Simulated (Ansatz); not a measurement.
# Reading a saddle point

A first-order saddle point of SiH$_{6}$F$_{2}$, singlet, PBE0-D4/def2-TZVP, with one imaginary mode of 1098i cm⁻¹:

```xyz
9
angstrom
Si -0.8059 -0.3278 -0.4659
H 0.1406 -0.7258 0.8494
H -1.5170 -1.5504 0.0443
H -0.3493 -0.7673 -1.8004
H -1.8266 0.7247 -0.2843
H 1.2591 1.0575 0.1906
F 0.4482 1.1012 -0.6516
H 0.8746 -0.1791 1.0327
F 1.7765 0.6672 1.0854
```

Program: Ansatz 0.2.0. Basis: def2-TZVPP and def2-QZVPP. Cores are frozen in the correlated methods. Extrapolation: Hartree–Fock as exp(−7.88 √X), correlation as X^−2.97.

Question: Which contacts change along the imaginary mode, and what lies on either side? (A judgement: the text doesn't fix the answer.)

Answer: The calculation gives: The step is SiH₄ + HF + HF → SiH₃F ([F][SiH3]) + HF + H₂, with the molecules in contact on both sides. Shortening one way: Si1–F7, H2–H8, H6–F9; lengthening the same way: Si1–H2, H6–F7, H8–F9.
```csv
pair,one side (Å),saddle (Å),other side (Å)
Si1–F7,3.38,1.91,1.62
H2–H8,1.62,0.93,0.75
H6–F9,1.75,1.10,0.93
Si1–H2,1.50,1.67,4.27
H6–F7,0.93,1.17,1.78
H8–F9,0.93,1.24,2.55
```

Question: Which side is lower, and how far does the saddle lie above each? (To be estimated.)

Answer: Computed: The side with Si1–F7, H2–H8, H6–F9 short is lower by 97.9 kJ/mol; the saddle lies 243.3 kJ/mol above it and 145.5 kJ/mol above the other (CCSD(T) at an estimated basis limit (MP2 extrapolated from triple and quadruple zeta, plus CCSD(T) − MP2 in triple zeta); electronic energies).

No T1 diagnostic of these runs exceeds 0.013. The start structure is not quite a true minimum (one mode of 47i cm⁻¹). The end structure is not quite a true minimum (one mode of 27i cm⁻¹).

Labels in which every atom is bracketed show which atoms are joined, not bond orders.

For scale, one of the runs: CCSD(T)/def2-TZVPP, 188 basis functions, launched by `ansatz run in.yaml --threads 2 --pin off --events-out ev --progress --plain --max-ram 4352MiB`. The run took 37 s on 2 CPU threads of an Intel Xeon Platinum 8259CL (shared host), with 2.1 GiB of host memory at its peak.
